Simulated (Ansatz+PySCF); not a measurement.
## singlet CO: levels of theory in one basis

```yaml
atoms:
  - { symbol: C, position_ang: [0.0000, 0.0000, -1.2570] }
  - { symbol: O, position_ang: [0.0000, 0.0000, 0.9427] }
```

Basis set: STO-3G (spherical functions). Frozen core: 2 orbitals. Charge 0, multiplicity 1.

Computed with Ansatz (development build ahead of 0.2.0); each method stands on the lowest determinant of its kind that the runs found.

```
                            method  E − E(RHF) (eV)  <S²> of the determinant
                               RHF             0.00                     0.00
                               UHF            -6.16                     1.99
                           RHF-MP2            -1.08                        –
                          RHF-CCSD            -2.09                        –
                          UHF-CCSD            -6.98                     1.99
                       RHF-CCSD(T)            -2.11                        –
                       UHF-CCSD(T)            -7.06                     1.99
full CI (lowest root of this spin)            -7.33                        –
```

(1) What does UHF-MP2 give on the same scale?

(2) Is a single determinant a sound starting point here?

Answers

(1) -6.44 eV.

At such a shape the full CI root can have another spatial symmetry than the determinants, so the rows needn't describe one state.

(2) It is doubtful. Unrestricted orbitals lower Hartree–Fock by 6.16 eV and <S²> is 1.99 where a pure state has 0.00, a sign of strong static correlation.

Caution for RHF, RHF-MP2, RHF-CCSD, RHF-CCSD(T): an unrestricted determinant lies well below. Caution for UHF, UHF-MP2, UHF-CCSD, UHF-CCSD(T): the unrestricted determinant is a mixture of spin states. Caution for RHF-MP2, RHF-CCSD, RHF-CCSD(T): bonds are stretched, where a single reference can fail. Caution for RHF-MP2, UHF-CCSD, UHF-CCSD(T): the program doubts this total. Caution for UHF-MP2, UHF-CCSD, UHF-CCSD(T): large amplitudes, a single reference is doubtful; a plain start can end on a higher determinant.
